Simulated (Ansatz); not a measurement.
# C3H3F3 (SMILES FCC=C(F)F) at BCCD(T)/SBKJC-VDZ (core potential, accuracy low)

What is the energy difference between two shapes of C3H3F3 at BCCD(T)/SBKJC-VDZ (core potential, accuracy low)? 

The calculation is run with Ansatz 0.2.0.

6 further runs of the same task are left out: 3 for a known fault of the program, 1 that didn't finish, 2 set aside as unsound or not needed.

## Step 1: The system as given

C3H3F3: 9 atoms, total charge 0, spin state singlet. As SMILES, `FCC=C(F)F`. Geometry: relaxed at PBE0-D4/def2-TZVP. This is a higher conformer, about 10 kJ/mol above the lowest found by a separate search.

Bond lengths: F1–C2 1.373 Å, C2–C3 1.488 Å, C3–C4 1.318 Å, C4–F5 1.308 Å, C4–F6 1.318 Å, C2–H7 1.096 Å, C2–H8 1.097 Å, C3–H9 1.083 Å. Some angles: F1–C2–C3 112.8°, C2–C3–C4 127.6°, C3–C4–F5 127.2°, C3–C4–F6 123.1°, F5–C4–F6 109.7°, F1–C2–H7 107.9°, F1–C2–H8 107.9°, C3–C2–H7 110.0°, C3–C2–H8 110.2°, C2–C3–H9 116.6°.

## Step 2: Energy and forces at BCCD(T)/SBKJC-VDZ (core potential, accuracy low)

run.yaml reads:

```yaml
crystal:
  periodic: [false, false, false]
  atoms:
    - symbol: F
      position_ang: [-1.029400, -1.196100, -0.990200]
    - symbol: C
      position_ang: [-0.829100, -0.794000, 0.307500]
    - symbol: C
      position_ang: [0.205000, 0.269200, 0.429700]
    - symbol: C
      position_ang: [0.870800, 0.859000, -0.543000]
    - symbol: F
      position_ang: [0.761800, 0.632200, -1.826200]
    - symbol: F
      position_ang: [1.774000, 1.795200, -0.333300]
    - symbol: H
      position_ang: [-0.532900, -1.673700, 0.891100]
    - symbol: H
      position_ang: [-1.788300, -0.436600, 0.700800]
    - symbol: H
      position_ang: [0.442100, 0.602300, 1.432600]
basis:
  gaussian: {orbitals: SBKJC-VDZ.json}
magnetization: {spin_polarized: false, initial_magnetization: 0}
correlation: {method: bccd_t, frozen_orbitals: {C: 0, F: 0, H: 0}, diis_vectors: 1}
accuracy: low
scf: {lower_state_search: off}
output: {forces: true}
```

The basis set SBKJC-VDZ is read from a file made from the Basis Set Exchange's data (not shown).

Started as:

```
$ ansatz run run.yaml --threads 1 --pin off --max-ram 2610MiB --events-out events.jsonl --progress --plain --runs-dir runs
```

The log of the run (excerpt; [...] marks lines left out):

```text
Warning: RAYON_NUM_THREADS=1 ignored (pool sized by the plan → 1); use --threads N
Functional definition: HF
  name "HF"
[...]
645 factors; integrals over basis functions are off by at most 5.3e-4 eV
[...]
mean field -2438.40369158 eV, -89.6096828563 hartree, gradient 3.8e-6 eV, S^2 0.000000; 0 other end points of the search recorded, 0 dependent functions left out
reference -2438.40369158 eV, -89.6096828563 hartree; 18, 18 occupied and 36, 36 virtual orbitals, 645 factors
second order -13.76794812 eV of doubles, -0.00000000 eV of singles
cycle   1  -13.95939569 eV  change   -1.9e-1 eV  update   1.1e-1
[...]
cycle  14  -14.55972676 eV  change   -3.5e-5 eV  update   9.0e-6
perturbative correction -0.45539530 eV, -0.0167354687 hartree
[...]
Total energy: -2453.41881365 eV, -90.1614784146 hartree
Atom 0 at    -1.029400    -1.196100    -0.990200 Å, force    -0.562280    -1.089062    -3.350112 eV/Å
Atom 1 at    -0.829100    -0.794000     0.307500 Å, force    -0.441264    -0.032719     2.659023 eV/Å
Atom 2 at     0.205000     0.269200     0.429700 Å, force    -0.920702    -0.695468     2.750608 eV/Å
Atom 3 at     0.870800     0.859000    -0.543000 Å, force    -0.364007    -0.337502     0.320587 eV/Å
Atom 4 at     0.761800     0.632200    -1.826200 Å, force    -0.428680    -0.839293    -4.514846 eV/Å
Atom 5 at     1.774000     1.795200    -0.333300 Å, force     3.026167     3.150899     0.851189 eV/Å
Atom 6 at    -0.532900    -1.673700     0.891100 Å, force     0.172973    -0.530919     0.341061 eV/Å
Atom 7 at    -1.788300    -0.436600     0.700800 Å, force    -0.579637     0.208116     0.227639 eV/Å
Atom 8 at     0.442100     0.602300     1.432600 Å, force     0.097429     0.165948     0.714851 eV/Å
Dipole moment:    -0.166669    -0.078141     0.706403 e Å
Checks for a lower state left out: starts, cluster_reference, orbital_swaps, neighbouring_geometries, increment
```

Run time: 15 s. Hardware: 1 thread of Arm Neoverse V1, shared host; peak memory 0.26 GiB.

## Step 3: The distorted shape at the same level

run.yaml reads:

```yaml
crystal:
  periodic: [false, false, false]
  atoms:
    - symbol: F
      position_ang: [-1.060892, -1.225572, -0.959159]
    - symbol: C
      position_ang: [-0.826152, -0.751019, 0.288796]
    - symbol: C
      position_ang: [0.171159, 0.313596, 0.412833]
    - symbol: C
      position_ang: [0.870646, 0.829484, -0.546813]
    - symbol: F
      position_ang: [0.780332, 0.642964, -1.817153]
    - symbol: F
      position_ang: [1.773108, 1.785312, -0.321066]
    - symbol: H
      position_ang: [-0.531580, -1.653152, 0.880030]
    - symbol: H
      position_ang: [-1.802302, -0.429868, 0.750065]
    - symbol: H
      position_ang: [0.415332, 0.636242, 1.411591]
basis:
  gaussian: {orbitals: SBKJC-VDZ.json}
magnetization: {spin_polarized: false, initial_magnetization: 0}
correlation: {method: bccd_t, frozen_orbitals: {C: 0, F: 0, H: 0}, diis_vectors: 1}
accuracy: low
scf: {lower_state_search: off}
output: {forces: true}
```

The basis set SBKJC-VDZ is read from a file made from the Basis Set Exchange's data (not shown).

Started as:

```
$ ansatz run run.yaml --threads 1 --pin off --max-ram 2610MiB --events-out events.jsonl --progress --plain --runs-dir runs
```

The log of the run (excerpt; [...] marks lines left out):

```text
Warning: RAYON_NUM_THREADS=1 ignored (pool sized by the plan → 1); use --threads N
[... 2 set-up lines as earlier in the session ...]
[...]
646 factors; integrals over basis functions are off by at most 5.2e-4 eV
[...]
mean field -2438.14401075 eV, -89.6001397618 hartree, gradient 3.6e-6 eV, S^2 0.000000; 0 other end points of the search recorded, 0 dependent functions left out
reference -2438.14401075 eV, -89.6001397618 hartree; 18, 18 occupied and 36, 36 virtual orbitals, 646 factors
second order -13.69011173 eV of doubles, -0.00000000 eV of singles
cycle   1  -13.89375075 eV  change   -2.0e-1 eV  update   1.1e-1
[...]
cycle  14  -14.48595330 eV  change   -3.0e-5 eV  update   7.3e-6
perturbative correction -0.44809226 eV, -0.0164670868 hartree
[...]
Total energy: -2453.07805631 eV, -90.1489558135 hartree
Atom 0 at    -1.060892    -1.225572    -0.959159 Å, force    -0.696284    -1.019446    -4.216198 eV/Å
Atom 1 at    -0.826152    -0.751019     0.288796 Å, force    -1.763677    -1.199688     4.488815 eV/Å
Atom 2 at     0.171159     0.313596     0.412833 Å, force    -1.450916    -1.230403     3.605849 eV/Å
Atom 3 at     0.870646     0.829484    -0.546813 Å, force     1.276759     1.413619     0.155226 eV/Å
Atom 4 at     0.780332     0.642964    -1.817153 Å, force    -0.554668    -1.202591    -5.653667 eV/Å
Atom 5 at     1.773108     1.785312    -0.321066 Å, force     2.731189     2.726232     0.855867 eV/Å
Atom 6 at    -0.531580    -1.653152     0.880030 Å, force     0.261824     0.146991     0.228231 eV/Å
Atom 7 at    -1.802302    -0.429868     0.750065 Å, force     0.144483     0.100486    -0.306507 eV/Å
Atom 8 at     0.415332     0.636242     1.411591 Å, force     0.051291     0.264799     0.842385 eV/Å
Dipole moment:    -0.163501    -0.084350     0.666093 e Å
Checks for a lower state left out: starts, cluster_reference, orbital_swaps, neighbouring_geometries, increment
```

Run time: 15 s. Hardware: 1 thread of Arm Neoverse V1, shared host; peak memory 0.26 GiB.

## Step 4: What came out

Level: BCCD(T)/SBKJC-VDZ (core potential, accuracy low).

| quantity | value |
| --- | --- |
| first shape: total energy | -90.16148 Eh |
| first shape: dipole moment (correlated density) | 3.51 D |
| first shape: correlation energy | -551.8 mEh |
| first shape: (T) correction | -16.74 mEh |
| first shape: largest force on an atom | 4.612 eV/Å |
| distorted shape: total energy | -90.14896 Eh |
| distorted shape: dipole moment (correlated density) | 3.32 D |
| distorted shape: correlation energy | -548.8 mEh |
| distorted shape: (T) correction | -16.47 mEh |
| distorted shape: largest force on an atom | 5.807 eV/Å |
| energy change with the atoms displaced | 0.341 eV |

**Reading.** With the atoms displaced the energy rises by 0.34 eV (7.9 kcal/mol). The first shape isn't relaxed at this level, so the change isn't measured from a minimum. The largest force (first shape) is 4.61 eV/Å: the shape isn't a stationary point for this species at this level. The triples (first shape) make up 3.0 % of the correlation energy. The accuracy setting (first shape) is loose, so the last digits carry no meaning. Mulliken charges (distorted shape) run from -0.22 on F1 to +0.23 on H9. The triples (distorted shape) make up 3.0 % of the correlation energy.
